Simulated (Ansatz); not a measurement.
For solid CO2 (dry ice), r²SCAN (Ansatz, an electronic-structure program, PAW) gives:

```
Property                     Result
-------------------------  --------
elastic constant C11       12.4 GPa
elastic constant C44        4.8 GPa
polycrystal shear modulus   4.1 GPa
```

**Question.** What does HSE06-D3(BJ) in Ansatz (PAW) give for the same quantities?

**Answer.** 
- elastic constant C11: 9.5 GPa (shrinks by 23 %)
- elastic constant C44: 4.0 GPa (falls by 17 %)
- Voigt–Reuss–Hill shear modulus: 3.2 GPa (shrinks by 22 %)

Changes are worked out from the printed values.

Unless a cell is named, each level is at its own relaxed cell (r²SCAN 14.48, HSE06-D3(BJ) 15.16 Å³/atom).

Caveats: the cell comes from a level without a dispersion term, which matters for the spacing of layers, chains or molecules (r²SCAN); the dispersion coefficients are held fixed in the derivatives (HSE06-D3(BJ)). Ansatz's density-functional and Hartree–Fock values are scalar-relativistic unless marked +SOC, with PAW data made under PBE.
